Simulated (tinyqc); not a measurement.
Stretching all distances: RHF, UHF, MP2, CISD and CCSD against full CI in the sto-3g basis, for CH+, spin multiplicity 1. Computed by the program tinyqc with PySCF. All coordinates are multiplied by the scale. c0^2 is the weight of the RHF determinant in the lowest singlet FCI state (UHF is spin-contaminated and may lie near states of higher spin) and n(LUMO) the first natural occupation beyond the occupied space.

Geometry (angstrom):
```
atom,x,y,z
C,0.0000,0.0000,0.0000
H,0.0000,0.0000,0.9930
```

Full CI energy (hartree) and errors against it (kcal/mol):
```
scale,distance 1-2 (angstrom),E(FCI),RHF,UHF,MP2,CISD,CCSD,<S^2> UHF,c0^2,n(LUMO)
0.9300,0.9235,-37.443216,34.3408,24.0007,16.4075,0.8621,0.1264,0.5988,0.9268,0.0683
1.1000,1.0923,-37.508547,36.7493,29.1583,16.9982,1.0664,0.1272,0.5371,0.9293,0.0613
1.2600,1.2512,-37.518078,40.3222,34.3026,18.3494,1.4094,0.1556,0.4975,0.9265,0.0566
1.4300,1.4200,-37.503554,45.5696,40.3491,20.6878,1.9758,0.2111,0.4810,0.9164,0.0599
1.5900,1.5789,-37.480982,51.8476,46.7298,23.7408,2.7390,0.2837,0.4910,0.8985,0.0977
1.7600,1.7477,-37.455555,59.8133,48.6707,27.8257,3.8306,0.3748,0.8105,0.8679,0.1553
1.9300,1.9165,-37.432743,68.8995,44.0226,32.6403,5.2257,0.4650,1.0114,0.8235,0.2328
2.2600,2.2442,-37.401700,88.4007,34.1181,43.0205,8.5990,0.5600,1.0204,0.7017,0.4296
```

Estimate the missing row, scale = 2.09.

Computed row:
```
scale   distance 1-2 (angstrom)      E(FCI)      RHF      UHF      MP2    CISD    CCSD  <S^2> UHF    c0^2  n(LUMO)
2.0900                   2.0754  -37.415375  78.1869  38.6168  37.6203  6.7842  0.5300     1.0380  0.7691   0.3226
```

UHF lies below RHF over the whole range. The weight c0^2 goes from 0.93 to 0.70 and n(LUMO) from 0.07 to 0.43: static correlation grows as the bonds break into open-shell fragments. The spread of the error along the curve, which distorts its shape, is CCSD 0.4, CISD 7.7, UHF 24.7, MP2 26.6, RHF 54.1 kcal/mol.
